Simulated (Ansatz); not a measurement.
AlH2SF (SMILES [F][AlH][SH]): the energy, rung by rung

AlH2SF has 5 atoms, charge 0, and is taken as a singlet. As SMILES, `[F][AlH][SH]`. Geometry: relaxed at PBE0-D4/def2-TZVP. This is one conformer, not always the lowest.

```csv
atom,x (Å),y (Å),z (Å)
F,-1.2035,-1.5358,0.8775
Al,-0.5139,-0.3091,0.0248
S,1.5361,0.1826,0.5335
H,-1.3411,0.4304,-1.0852
H,1.5723,1.1582,-0.3921
```

Quantity: the energy change with the S3–H5 bond stretched from 1.345 to 2.691 Å, in eV. The values are calculated.

```tsv
level	kind	program	value (eV)	less FCI/STO-3G	CPU time (all runs)
HF/STO-3G (restricted)	Hartree–Fock	Ansatz	7.75	+3.76	0.16 s
SVWN5/STO-3G (restricted)	LDA	Ansatz	5.47	+1.48	0.65 s
BLYP/STO-3G (restricted)	GGA	Ansatz	4.99	+1.00	1 s
PBE/STO-3G (restricted)	GGA	Ansatz	5.20	+1.21	1 s
r2SCAN/STO-3G (restricted)	meta-GGA	Ansatz	5.58	+1.59	2.3 s
B3LYP/STO-3G (restricted)	global hybrid	Ansatz	5.64	+1.65	0.98 s
CAM-B3LYP/STO-3G (restricted)	range-separated hybrid	Ansatz	6.24	+2.25	1.2 s
B2PLYP/STO-3G (restricted)	double hybrid	Ansatz	5.54	+1.55	1.4 s
CCSD(T)/STO-3G (restricted)	coupled cluster or CI	Ansatz	3.98	-0.01	0.23 s
FCI/STO-3G	exact in the basis	Ansatz	3.99	0.00	21 s
```

FCI/STO-3G is exact within its basis and frozen core, so for wave-function methods in that basis the difference is their error; functionals converge differently with the basis, so for them it is only a difference. Spin-restricted single references rise too steeply as a bond breaks, Hartree–Fock most of all. Perturbation and coupled-cluster corrections on them can overshoot downwards. The first shape isn't each level's own minimum. The values span 3.98 to 7.75 eV. All rows use very small basis sets, so even the best lies far from the true value. Times are those of the runs behind each value, whatever else they computed, on shared processors of several kinds: orders of magnitude only.
